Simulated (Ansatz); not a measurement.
bcc K: PBE at its full settings (plane-wave cutoff 520 eV, 16×16×16 k mesh, Fermi–Dirac smearing 0.05 eV, scalar-relativistic PAW data made under PBE) and at cheaper ones, in a cell of 1 atom with Γ-centred meshes.

```json
[
 {"level and setting": "PBE (Ansatz)", "lattice constant a (Å)": "5.284", "bulk modulus B0 (GPa)": "3.6"},
 {"level and setting": "PBE (300 eV cutoff) (Ansatz)", "lattice constant a (Å)": "5.282", "bulk modulus B0 (GPa)": "3.6"},
 {"level and setting": "PBE (Γ point alone) (Ansatz)", "lattice constant a (Å)": "5.081", "bulk modulus B0 (GPa)": "9.0"},
 {"level and setting": "PBE (2×2×2 k mesh) (Ansatz)", "lattice constant a (Å)": "5.594", "bulk modulus B0 (GPa)": "1.1"},
 {"level and setting": "PBE (4×4×4 k mesh) (Ansatz)", "lattice constant a (Å)": "5.329", "bulk modulus B0 (GPa)": "3.4"},
 {"level and setting": "PBE (6×6×6 k mesh) (Ansatz)", "lattice constant a (Å)": "5.298", "bulk modulus B0 (GPa)": "3.5"},
 {"level and setting": "PBE (Fermi-Dirac smearing of 0.3 eV) (Ansatz)", "lattice constant a (Å)": "5.338", "bulk modulus B0 (GPa)": "3.2"}
]
```

Largest shifts from the full settings: lattice constant a +5.87 % (PBE (2×2×2 k mesh)), against a difference of +1.38 % of the full result from the reference 5.212 Å (measured, low-temperature or extrapolated to 0 K; zero-point anharmonic expansion removed; as tabulated in Csonka et al. (2009), arXiv:0903.4037); bulk modulus +150 % (PBE (Γ point alone)), against a difference of -5.3 % of the full result from the reference 3.8 GPa (measured, corrected for temperature and zero-point phonon effects; as tabulated in Levämäki et al. (2014), arXiv:1402.3671).

Ansatz's density-functional and Hartree–Fock values are scalar-relativistic unless marked +SOC, with PAW data made under PBE.

Run with cheap settings on purpose, which may leave them unconverged: PBE (2×2×2 k mesh), PBE (300 eV cutoff), PBE (4×4×4 k mesh), PBE (6×6×6 k mesh), PBE (Fermi-Dirac smearing of 0.3 eV), PBE (Γ point alone).

Ansatz is a program for electronic structure.
